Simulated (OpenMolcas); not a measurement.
# Exact exchange and the vertical energy of the triplet above the singlet of C2H8N2 (1,1-dimethylhydrazine)

C2H8N2: 12 atoms, total charge 0, spin state singlet. SMILES: `CN(C)N`. The coordinates come from a PBE0-D4/def2-TZVP relaxation. This is a higher conformer, about 14 kJ/mol above the lowest found by a separate search.

The vertical energy of the triplet above the singlet y, in eV, basis 6-31G(d); a is the functional's share of exact exchange. Programs: OpenMolcas 26.06.

| functional | program | a | y (eV) |
| --- | --- | --- | --- |
| PBE | OpenMolcas | 0 | 5.55 |
| r2SCAN | OpenMolcas | 0 | 5.81 |
| B3LYP | OpenMolcas | 0.2 | 5.93 |
| PBE0 | OpenMolcas | 0.25 | ? |
| BHLYP | OpenMolcas | 0.5 | 6.42 |

Q: Fit y = c + s·a to the known rows and predict PBE0.

A: 
1. Means of the 4 rows: a = 0.1750, y = 5.928.
2. Σ(Δa)² = 0.1675, Σ(Δa·Δy) = 0.24675, so the slope is 0.24675/0.1675 = 1.4731.
3. Intercept: 5.928 − (1.4731) × 0.1750 = 5.670. The largest residual of the fit is 0.14.
4. PBE0: 5.670 + (1.4731) × 0.25 = 6.04 eV.

The run gave 6.03 eV, so the prediction is off by +0.01 eV, within the scatter of the fit. The rows mix families of semi-local functionals, which the line can't see.
